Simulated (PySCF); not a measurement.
**cyclopentanol: calculation and literature**

Molfile (atoms numbered from 1):
```
C5H10O
     RDKit          3D

 16 16  0  0  0  0  0  0  0  0999 V2000
    1.2859    0.1852    1.4409 O   0  0  0  0  0  0  0  0  0  0  0  0
    1.1458   -0.0329    0.0538 C   0  0  0  0  0  0  0  0  0  0  0  0
    0.2912   -1.2794   -0.1210 C   0  0  0  0  0  0  0  0  0  0  0  0
   -1.1431   -0.8013    0.1599 C   0  0  0  0  0  0  0  0  0  0  0  0
   -1.1384    0.7219   -0.1159 C   0  0  0  0  0  0  0  0  0  0  0  0
    0.2820    1.0436   -0.6003 C   0  0  0  0  0  0  0  0  0  0  0  0
    1.6958    1.0469    1.5658 H   0  0  0  0  0  0  0  0  0  0  0  0
    2.1363   -0.1327   -0.4325 H   0  0  0  0  0  0  0  0  0  0  0  0
    0.6236   -2.0880    0.5460 H   0  0  0  0  0  0  0  0  0  0  0  0
    0.3931   -1.6371   -1.1580 H   0  0  0  0  0  0  0  0  0  0  0  0
   -1.4092   -0.9969    1.2083 H   0  0  0  0  0  0  0  0  0  0  0  0
   -1.8783   -1.3365   -0.4594 H   0  0  0  0  0  0  0  0  0  0  0  0
   -1.3544    1.2743    0.8102 H   0  0  0  0  0  0  0  0  0  0  0  0
   -1.8999    1.0238   -0.8502 H   0  0  0  0  0  0  0  0  0  0  0  0
    0.6128    2.0657   -0.3514 H   0  0  0  0  0  0  0  0  0  0  0  0
    0.3568    0.9434   -1.6962 H   0  0  0  0  0  0  0  0  0  0  0  0
  1  2  1  0
  2  3  1  0
  3  4  1  0
  4  5  1  0
  5  6  1  0
  6  2  1  0
  1  7  1  0
  2  8  1  0
  3  9  1  0
  3 10  1  0
  4 11  1  0
  4 12  1  0
  5 13  1  0
  5 14  1  0
  6 15  1  0
  6 16  1  0
M  END
```

- NMR shieldings at PBE0/pcSseg-1/GIAO
- geometry from PBE0-D3(BJ)/def2-SVP
- spin–spin couplings from B3LYP/pcJ-1 (without the spin–dipole term)
- run in PySCF
- single conformer, fast rotation and ring inversion assumed for equivalent nuclei, no relativistic terms, no solvent model

Reference values: measured (liquid, neat, 295 K; 17O NMR survey of organic solvents and oxofluorinated compounds, PMC5915748).
| atoms | quantity | reference | computed | computed, scaled |
| --- | --- | --- | --- | --- |
| O1 | δ ¹⁷O vs D2O (external) | 37.0 | – | 21.6 |

Reference values: measured (solution, not stated per compound (mostly CDCl3 or CCl4); Pretsch, Buehlmann, Badertscher, Structure Determination of Organic Compounds, 4th ed. (2009)).
```
atoms  quantity  reference  computed  computed, scaled
   C2     δ ¹³C       73.7      75.7              72.5
C3/C6     δ ¹³C       35.4      37.7              35.8
C4/C5     δ ¹³C       23.4      23.3              21.9
```

Computed shifts are σ(ref) − σ with the named reference compound (TMS for H and C) calculated as an isolated molecule at the same level. The measured values may be among those fitted. Scaled to experiment by linear calibration (H and C: mostly CDCl3 data, vs TMS): ¹³C (scatter 1.9 ppm rms, 2.3 ppm with the 23 outliers that the fit left out); ¹⁷O (scatter 13.5 ppm rms, 14.3 ppm with the 1 outlier that the fit left out vs liquid water, solution or neat liquid). Occasional misses reach two or three times the rms, and more in compound classes unlike the fitted ones.

Coupling constants in Hz:
| coupling | reference | computed | source |
| --- | --- | --- | --- |
| ¹J(C2,C3) | 36.0 | 36.8 | measured; liquid or solution; F. J. Weigert, PhD thesis, Caltech 1968 (Carbon-13 magnetic resonance spectroscopy) |
| ¹J(C3,C4) | 32.6 | 35.1 | measured; liquid or solution; F. J. Weigert, PhD thesis, Caltech 1968 (Carbon-13 magnetic resonance spectroscopy) |

Problem. How far are the unscaled ¹³C shifts from the references?

Solution. Mean signed difference +1.40 ppm, mean absolute 1.47 ppm over 3 comparisons; the largest is +2.3 ppm at C3/C6 (sp3 CH2 in a ring).

6 of the 9 published NMR values on file for this molecule are compared.
